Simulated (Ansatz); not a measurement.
Ansatz input

```yaml
crystal:
  lattice:
    - [0.0, 1.9928227449, 1.9928227449]
    - [1.9928227449, 0.0, 1.9928227449]
    - [1.9928227449, 1.9928227449, 0.0]
  atoms:
    - { symbol: Pt, position: [0.0, 0.0, 0.0], spin: 1.0 }
hamiltonian:
  xc: revpbe
  pseudopotentials:
    kind: paw
    azcp:
      Pt: "pseudopotentials/Pt.paw.azcp"
basis:
  ecutwfc: 420
  fft_grid_basis: typed
kpoints:
  mp_grid: { grid: [22, 22, 22], shift: [0, 0, 0] }
magnetization:
  spin_polarized: true
scf:
  occupations: { method: fermi_dirac, width: 0.05 }
```

and its output:

```
Engine: ansatz 0.2.0, aarch64-unknown-linux-gnu
Pseudopotentials: kind: paw
Pseudopotential: Pt, paw, valence charge 18, recommended cutoff 420 eV (normal) 
Functional definition: revPBE
  parameter kappa = 1.245
  parameter beta = 0.06672455060314922
  exchange = pbe_x(kappa = kappa, mu = beta*pi^2/3)
  correlation = pbe_c(beta = beta)
Crystal: 1 atoms, lattice volume = 15.828 Å³
Basis set: ecut = 420 eV, 331 PW (Γ)
Bands: 14, of which v1, the nominal top of the filled ones, is band 9 counted from 1 (8 counted from 0)
Symmetry: 48 space group operations
Space group: Fm-3m (ITA 225), of the structure as read, at distance tolerance 2.5e-5 Å
Magnetic group: BNS 225.116 (UNI 1618), of the structure as read, at distance tolerance 2.5e-5 Å
k-points: 328 of 10648
Non-local potential: Pt, projectors of the file, l = 0: 3, l = 1: 2, l = 2: 2, l = 3: 1
PAW form: soft (Blöchl's): semilocal exchange-correlation on the pseudo side does not see the compensation charge
PAW frozen core: Pt, regenerated for the run's functional, and the local potential with it (the file was generated under x = pbe(κ = 0.804, μ = 0.2195149727645171), c = pbe(β = 0.06672455060314922))
PAW one-centre angular grid: Pt, 590 points (default); XC on 64 Gauss nodes
Initial density: superposition of atomic densities (chi_scale 0.1, normalization cell)
Starting moments: Σ|m| = 1 μB on 1 of 1 site
Initial wavefunctions: pseudopotential atomic-orbital guess
Functional: x = revpbe(κ = 1.245, μ = 0.2195149727645171), c = pbe(β = 0.06672455060314922)
SCF iter   1: F=—  HF=-12532.961499 eV  |F-HF|=—  |Δ(HF+E_count)|=         —  Δρ=6.29e-2 (↑6.29e-2 ↓2.85e-2)  dr2=7.31e-1  dr2_m=1.71e-1  M=0.252 μB ∫|m|=0.252 μB  β_m=0.30  ethr=3.10e-3  ⟨swp⟩=4.9  Hψ=47322  notcnv=0
Mixer restart at iter 1: flushing history
SCF iter   2: F=—  HF=-12532.893404 eV  |F-HF|=—  |Δ(HF+E_count)|=   6.81e-2  Δρ=4.66e-2 (↑4.66e-2 ↓2.15e-2)  dr2=3.95e-1  dr2_m=9.55e-2  M=0.216 μB ∫|m|=0.216 μB  β_m=0.65  ethr=3.10e-3  ⟨swp⟩=1.8  Hψ=15878  notcnv=0  defer=92
SCF iter   3: F=—  HF=-12532.829733 eV  |F-HF|=—  |Δ(HF+E_count)|=   6.37e-2  Δρ=5.23e-3 (↑4.48e-3 ↓5.23e-3)  dr2=1.96e-3  dr2_m=2.32e-3  M=0.074 μB ∫|m|=0.080 μB  β_m=0.82  ethr=2.19e-3  ⟨swp⟩=2.0  Hψ=15127  notcnv=0  defer=326
SCF iter   4: F=—  HF=-12532.829182 eV  |F-HF|=—  |Δ(HF+E_count)|=   5.52e-4  Δρ=2.83e-3 (↑2.83e-3 ↓1.16e-3)  dr2=9.37e-4  dr2_m=4.45e-4  M=0.033 μB ∫|m|=0.037 μB  β_m=0.84  ethr=1.09e-5  ⟨swp⟩=2.0  Hψ=21564  notcnv=0  defer=333
SCF iter   5: F=—  HF=-12532.828729 eV  |F-HF|=—  |Δ(HF+E_count)|=   4.52e-4  Δρ=1.24e-3 (↑4.38e-4 ↓1.24e-3)  dr2=1.25e-4  dr2_m=9.63e-5  M=0.016 μB ∫|m|=0.019 μB  β_m=0.92  ethr=5.21e-6  ⟨swp⟩=2.1  Hψ=13544  notcnv=0  defer=332
SCF iter   6: F=—  HF=-12532.828760 eV  |F-HF|=—  |Δ(HF+E_count)|=   3.06e-5  Δρ=3.15e-4 (↑3.15e-4 ↓2.53e-4)  dr2=5.03e-5  dr2_m=1.68e-7  M=0.001 μB ∫|m|=0.001 μB  β_m=0.83  ethr=6.93e-7  ⟨swp⟩=2.2  Hψ=14593  notcnv=0  defer=333
SCF iter   7: F=—  HF=-12532.828743 eV  |F-HF|=—  |Δ(HF+E_count)|=   1.70e-5  Δρ=8.50e-5 (↑8.50e-5 ↓5.06e-5)  dr2=2.84e-6  dr2_m=5.10e-8  M=0.000 μB ∫|m|=0.001 μB  β_m=0.92  ethr=2.79e-7  ⟨swp⟩=2.7  Hψ=13005  notcnv=0  defer=333
SCF iter   8: F=—  HF=-12532.828742 eV  |F-HF|=—  |Δ(HF+E_count)|=   9.78e-7  Δρ=1.26e-5 (↑1.26e-5 ↓4.14e-6)  dr2=4.00e-8  dr2_m=3.44e-9  M=0.000 μB ∫|m|=0.000 μB  β_m=0.96  ethr=1.58e-8  ⟨swp⟩=2.2  Hψ=12699  notcnv=0  defer=333
SCF iter   9: F=—  HF=-12532.828742 eV  |F-HF|=—  |Δ(HF+E_count)|=   1.13e-8  Δρ=1.24e-6 (↑1.24e-6 ↓6.49e-7)  dr2=7.46e-11  dr2_m=1.20e-10  M=0.000 μB ∫|m|=0.000 μB  β_m=0.98  ethr=2.22e-10  ⟨swp⟩=2.4  Hψ=13895  notcnv=0  defer=333
SCF iter  10: F=-12532.828742 eV  HF=-12532.828742 eV  |F-HF|=1.82e-12  |Δ(HF+E_count)|=  2.00e-11  Δρ=1.19e-7 (↑1.19e-7 ↓9.12e-8)  dr2=6.76e-12  dr2_m=1.73e-13  M=-0.000 μB ∫|m|=0.000 μB  ethr=1.00e-12  ⟨swp⟩=1.0  Hψ=26349  notcnv=0
SCF 1 converged in 10 iterations: F = -12532.828742 eV  dr2 = 6.76e-12
WARN: the starting moments were not kept: the SCF closed with an absolute magnetisation of 2.1e-6 μB, where they sum to 1 μB in size (1 site). That is at most 0.1 of that sum. Measured as dr2_m measures the in/out step, that magnetisation stands 2.3e-12 eV from none, at or under the dr2_threshold of 1.0e-7 eV: it is no larger than a step whose dr2_m would equal this threshold. The system may hold no moment; this SCF shows only that its start led to no more than that. To try another start: raise the starting moments (crystal.atoms[].spin, magnetization.per_species, magnetization.initial_magnetization, or on a non-collinear deck that types none of these the spinor_matrix: blocks that start its atoms; where the total moment is fixed, keep their sum and leave initial_magnetization as it is; typed ones take the place of any that the run laid by itself, positive ones on a crystal's lanthanoids without a Hubbard term where scf.initial_density.shell_occupations: [] is typed) or, if the notice of its spin-set hold's release reads "site moments contracting" or "site moments show no strong build", lengthen the hold (scf.mixing.spin_hold: { on: { confirm: 4 } }; for m-r²SCAN on two components see the key's manual first). Each may lead to a state that holds a moment. A second SCF, from the converged charge density, with the starting moments and any scf.initial_density.shell_occupations laid on it anew, would have followed, and was not run: the deck does not ask for one (magnetization.retry_lost_moments is false, the default). To let it run, set magnetization.retry_lost_moments: true and run the deck again, where that key's refused combinations let it; where memory then withholds it, that run's warning says so.
SCF converged after 10 iterations
Magnetization: -0.0000 μB (9.0000 up, 9.0000 down)
Absolute magnetization: 0.0000 μB (∫|ρ↑−ρ↓|, with the PAW one-centre terms)
Spin contamination: 0.0000 ħ² per cell (⟨S²⟩ above its minimum at these occupations)
Per-site moments (μB) at R_I (Å): [(-2.056260673537602e-6, 1.162539243212803)]
Free energy (F): -12532.828742 eV
Harris-Foulkes:  -12532.828742 eV  (|F-HF|=1.82e-12)
Internal energy: -12532.812600 eV  (E = F + TS)
E sigma→0 (E₀):  -12532.820671 eV
Entropy (-TS):   -0.016142 eV (-16.142 meV/atom)
Fermi energy:    21.988160 eV
--- Per-component energies (eV) ---
  E_band       = -149.418889
  E_kinetic    = 636.704061
  E_local      = -1524.902097  (includes V_loc(G=0)·N_el)
  E_nonlocal   = 199.363424
  E_hartree    = 564.697764
  E_xc         = -261.626044
  E_vxc        = -302.331251  (∫ρ·V_xc dr)
  E_paw        = -9463.567248  (= ΣΔE_a)
  E_vpaw       = -287.648641  (= ΣTr[D̂ρ^β])
  E_aug_tail   = 0.000206  (compensation charges beyond the density's cutoff)
  E_ewald      = -2683.455655
  E_core_change = -0.027013  (= ΣΔE_core)
  E_smearing   = -0.016142  (= −TS)
  E_closure    = 0.000000  (closes the sum)
  Σ components = -12532.828742   (vs F -12532.828742, Δ=0.00e0)
```
